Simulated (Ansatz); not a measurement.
Results of r²SCAN-D4 (PAW; Ansatz, a quantum-chemistry and plane-wave program) for 2H MoTe2.

Settings: plane-wave cutoff 560 eV, 12×12×4 k mesh (along the axes of the cell as run), Fermi–Dirac smearing 0.01 eV, no spin polarisation, scalar-relativistic PAW data made under PBE.

Response to compression and expansion:

Shape and atoms are relaxed at each volume.

| V (Å³/atom) | P (GPa) | direct gap at Γ (eV) | smallest gap on the k mesh (eV) | c (Å) |
|---|---|---|---|---|
| 24.835 | 1.55 | 2.960 | 0.833 | 13.878 |
| 25.353 | 0.70 | 2.972 | 0.894 | 14.058 |
| 25.870 | 0.01 | 2.990 | 0.956 | 14.251 |
| 26.387 | -0.52 | 3.014 | 1.020 | 14.461 |
| 26.905 | -0.90 | 3.045 | 1.054 | 14.685 |

The fundamental gap (0.91 eV at the equilibrium volume, with added k points) lies elsewhere than Γ–Γ.

Measured, for comparison: band gap 1.06 ± 0.01 eV (4 K, zero-point motion not removed, indirect, absorption from ellipsometry, single crystal; as tabulated in Gulo et al. (2023), doi:10.1103/physrevmaterials.7.044001).

Note: the bulk modulus comes from volumes at which shape and atoms were relaxed.

Spin–orbit coupling is not included; with these elements it can move the gap by several tenths of an eV or more.
